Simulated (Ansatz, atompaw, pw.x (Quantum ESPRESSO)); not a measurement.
**From atom to crystal: PAW (atompaw) potential for Mg**

* Element: magnesium
* Generator: atompaw 4.2.0.5
* Type: PAW
* Functional: PBEsol
* Relativity: scalar-relativistic
* Frozen core: [Ne]
* Valence charge: 2
* Reference configuration: 3s1.5 3p0.5
* Partial waves: 3s (bound): rc 3.00 bohr; 3s channel at 1.85 Ry: rc 0.85 bohr; 3p (bound): rc 3.00 bohr; 3p channel at 0.55 Ry: rc 3.00 bohr; 3d channel at 0.45 Ry: rc 3.00 bohr; 3d channel at 1.8 Ry: rc 3.00 bohr
* Local potential: bessel scheme, radius 2.90 bohr
* Core correction: smooth core density matched at 1.70 bohr
* Augmentation charge: sinc compensation charge, radius 2.65 bohr; PAW radius 3.00 bohr; waves and projectors: custom rrkj gramschmidtortho

Crystal test: bcc Mg in pw.x 7.5, no spin, 13³ k-points, Fermi–Dirac smearing 0.01 Ry, cutoffs 40/400 Ry. The reference is all-electron LAPW (Ansatz 0.2.0) with the same functional, mesh and smearing; V0 and B0 come from Birch–Murnaghan fits to the pressures at five volumes. Errors are pseudo minus all-electron; Δ is the rms difference of the E(V) curves that follow from these fits, minima aligned, over ±6 % about the mean V0. Mesh and smearing are coarse, so the numbers serve the comparison and aren't converged zero-temperature values; the lattice is a test structure that the element need not adopt.

```json
{"V (Å³/atom)": "21.324", "P all-electron (GPa)": "2.25", "P pseudo (GPa)": "1.63"}
{"V (Å³/atom)": "21.885", "P all-electron (GPa)": "1.14", "P pseudo (GPa)": "0.54"}
{"V (Å³/atom)": "22.446", "P all-electron (GPa)": "0.16", "P pseudo (GPa)": "-0.42"}
{"V (Å³/atom)": "23.007", "P all-electron (GPa)": "-0.70", "P pseudo (GPa)": "-1.26"}
{"V (Å³/atom)": "23.568", "P all-electron (GPa)": "-1.46", "P pseudo (GPa)": "-2.00"}
```

All-electron: a0 = 3.559 Å (V0 = 22.55 Å³/atom), B0 = 36.1 GPa.

Pseudopotential: mean pressure error (GPa): -0.58; a0 (Å): 3.541; a0 error (%): -0.53; B0 error (%): +4.1; Δ (meV/atom): 2.8. This is a poor potential for the solid. Note: ghost state, extra bound levels that the all-electron valence spectrum of the same l lacks: s at -0.66 eV. A true bound ghost makes a file unfit for plane-wave use. The logarithmic derivative shows an extra or strongly shifted pseudo pole above the reference energy (s near -0.07 Ry).

Q: At the middle volume, how do free energy and pressure move when the wave cutoff is lowered (ecutrho held at 400 Ry)?

A:

```
cutoff (Ry)  shift of F (meV/atom)  shift of P (GPa)
         18                   +3.7             +0.01
         24                   +2.5             +0.00
         32                   +0.9             -0.01
```

The run at the middle volume (84 k-points, 5 iterations) took about 5.4 s on one core of a shared host (AMD EPYC 9R45 96-Core Processor, 96 threads, 376 GiB, load 69).
